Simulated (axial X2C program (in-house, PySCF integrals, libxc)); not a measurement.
## Spin–orbit effects along a row: homonuclear dimers (ions), PBE0

Calculated with an axial X2C code built on PySCF integrals, spin-free (one-electron X2C) or two-component (2c: spin–orbit coupling with atomic mean-field Coulomb and Gaunt terms, which also bring small scalar terms), in Dyall basis sets with cores contracted in-house; open shells are unrestricted.

Basis sets: Al dyall-av3z, Cl dyall-av3z, Na dyall-av3z, P dyall-av3z, S dyall-av3z, Si dyall-av3z.

| molecule | spin-free state | Re (Å) | ωe (cm⁻¹) | De (eV) | 2c state | Re 2c (Å) | ωe 2c (cm⁻¹) | De 2c (eV) |
| --- | --- | --- | --- | --- | --- | --- | --- | --- |
| Na₂⁻ | M_S = 1/2, Λ = 0 | 3.525 | 100.6 | 0.69 | Ω = 1/2 | 3.525 | 100.6 | 0.69 |
| Al₂⁻ | M_S = 3/2, Λ = 0 | 2.563 | 325.9 | 2.51 | Ω = 3/2 | 2.563 | 325.8 | 2.51 |
| Si₂⁻ | M_S = 1/2, Λ = 1 | 2.183 | 561.9 | 3.79 | Ω = 3/2 | 2.183 | 561.8 | 3.80 |
| P₂⁻ | M_S = 1/2, Λ = 1 | 1.974 | 693.7 | 4.67 | Ω = 1/2 | 1.974 | 693.3 | 4.68 |
| S₂⁻ | M_S = 1/2, Λ = 1 | 2.007 | 598.9 | 4.00 | Ω = 3/2 | 2.008 | 598.6 | 4.02 |
| Cl₂⁻ | M_S = 1/2, Λ = 0 | 2.630 | 227.9 | 1.53 | Ω = 1/2 | 2.631 | 227.6 | 1.53 |

Fragments in 2c: Na- + Na, Al- + Al, Si- + Si, P- + P, S- + S, Cl- + Cl. Each entry is the lowest single determinant of a limited PBE0 search at one distance. De goes to single-determinant-based atoms at the same level (for ions the charge split of lowest energy) and is withheld (n/a) where an atom does not fit its ground term or J level. Main or longest-lived isotopes. One determinant is a doubtful description, or other states lie close, for Al₂⁻, Si₂⁻; these need not be ground states, and all values refer to the states named. With several unpaired electrons the Ω given is that of one determinant, not necessarily of the lowest component. Some light 2c atoms are not at their ground J level, so De misses part of their lowering (0.04 eV or less). The functionals have no current term, which raises determinants with orbital currents.
